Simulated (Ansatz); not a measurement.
input.yaml (Ansatz)

```yaml
crystal:
  lattice:
    - [0.0, 1.9439873057, 1.9439873057]
    - [1.9439873057, 0.0, 1.9439873057]
    - [1.9439873057, 1.9439873057, 0.0]
  atoms:
    - { symbol: Ir, position: [0.0, 0.0, 0.0] }
hamiltonian:
  xc: rpbe
  pseudopotentials:
    kind: paw
    azcp:
      Ir: "pseudopotentials/Ir.paw.azcp"
basis:
  ecutwfc: 420
  fft_grid_basis: typed
kpoints:
  mp_grid: { grid: [23, 23, 23], shift: [0, 0, 0] }
magnetization:
  spin_polarized: false
scf:
  occupations: { method: fermi_dirac, width: 0.1 }
```

and its output:

```
Engine: ansatz 0.2.0, x86_64-unknown-linux-gnu
Pseudopotentials: kind: paw
Pseudopotential: Ir, paw, valence charge 17, recommended cutoff 420 eV (normal) 
Functional definition: RPBE
  parameter kappa = 0.804
  parameter beta = 0.06672455060314922
  exchange = rpbe_x(kappa = kappa, mu = beta*pi^2/3)
  correlation = pbe_c(beta = beta)
Crystal: 1 atoms, lattice volume = 14.693 Å³
Basis set: ecut = 420 eV, 283 PW (Γ)
Bands: 13, of which v1, the nominal top of the filled ones, is band 9 counted from 1 (8 counted from 0)
Symmetry: 48 space group operations
Space group: Fm-3m (ITA 225), of the structure as read, at distance tolerance 2.4e-5 Å
k-points: 364 of 12167
Non-local potential: Ir, projectors of the file, l = 0: 3, l = 1: 2, l = 2: 2, l = 3: 1
PAW form: soft (Blöchl's): semilocal exchange-correlation on the pseudo side does not see the compensation charge
PAW frozen core: Ir, regenerated for the run's functional, and the local potential with it (the file was generated under x = pbe(κ = 0.804, μ = 0.2195149727645171), c = pbe(β = 0.06672455060314922))
PAW one-centre angular grid: Ir, 590 points (default); XC on 64 Gauss nodes
Initial density: superposition of atomic densities (neutral atoms: chi_scale 0, normalization atom), corrected by the library's trained network
Initial wavefunctions: pseudopotential atomic-orbital guess
Functional: x = rpbe, c = pbe(β = 0.06672455060314922)
SCF iter   1: F=—  HF=-11948.769094 eV  |F-HF|=—  |Δ(HF+E_count)|=         —  Δρ=4.20e-3  dr2=5.39e-4  ethr=1.77e-3  ⟨swp⟩=5.0  Hψ=23606  notcnv=0
SCF iter   2: F=—  HF=-11948.769859 eV  |F-HF|=—  |Δ(HF+E_count)|=   7.64e-4  Δρ=2.06e-3  dr2=1.01e-4  ethr=3.17e-6  ⟨swp⟩=2.2  Hψ=9559  notcnv=0
SCF iter   3: F=—  HF=-11948.770139 eV  |F-HF|=—  |Δ(HF+E_count)|=   2.81e-4  Δρ=9.52e-4  dr2=1.96e-5  ethr=5.93e-7  ⟨swp⟩=2.0  Hψ=6175  notcnv=0
SCF iter   4: F=—  HF=-11948.770214 eV  |F-HF|=—  |Δ(HF+E_count)|=   7.47e-5  Δρ=5.04e-5  dr2=2.47e-7  ethr=1.15e-7  ⟨swp⟩=2.0  Hψ=6465  notcnv=0
iter 5 did not close the SCF: its close was put off for the readings that it lacked (scf_convergence_deferred on its scf_iter line)
SCF iter   5: F=-11948.770214 eV  HF=-11948.770214 eV  |F-HF|=3.65e-9  |Δ(HF+E_count)|=   3.06e-8  Δρ=1.34e-5  dr2=1.44e-8  ethr=1.45e-9  ⟨swp⟩=2.3  Hψ=6574  notcnv=0
SCF iter   6: F=-11948.770214 eV  HF=-11948.770214 eV  |F-HF|=1.33e-10  |Δ(HF+E_count)|=  2.18e-10  Δρ=1.05e-6  dr2=1.64e-10  ethr=8.48e-11  ⟨swp⟩=1.0  Hψ=12659  notcnv=0
SCF 1 converged in 6 iterations: F = -11948.770214 eV  dr2 = 1.64e-10
SCF converged after 6 iterations
Free energy (F): -11948.770214 eV
Harris-Foulkes:  -11948.770214 eV  (|F-HF|=1.33e-10)
Internal energy: -11948.739789 eV  (E = F + TS)
E sigma→0 (E₀):  -11948.755002 eV
Entropy (-TS):   -0.030425 eV (-30.425 meV/atom)
Fermi energy:    24.672934 eV
--- Per-component energies (eV) ---
  E_band       = -98.645154
  E_kinetic    = 621.969222
  E_local      = -1106.549218  (includes V_loc(G=0)·N_el)
  E_nonlocal   = 71.664575
  E_hartree    = 422.319726
  E_xc         = -267.881811
  E_vxc        = -299.567265  (∫ρ·V_xc dr)
  E_paw        = -9236.524951  (= ΣΔE_a)
  E_vpaw       = -230.802496  (= ΣTr[D̂ρ^β])
  E_aug_tail   = 0.000061  (compensation charges beyond the density's cutoff)
  E_ewald      = -2453.705871
  E_core_change = -0.031522  (= ΣΔE_core)
  E_smearing   = -0.030425  (= −TS)
  E_closure    = 0.000000  (closes the sum)
  Σ components = -11948.770214   (vs F -11948.770214, Δ=0.00e0)
```
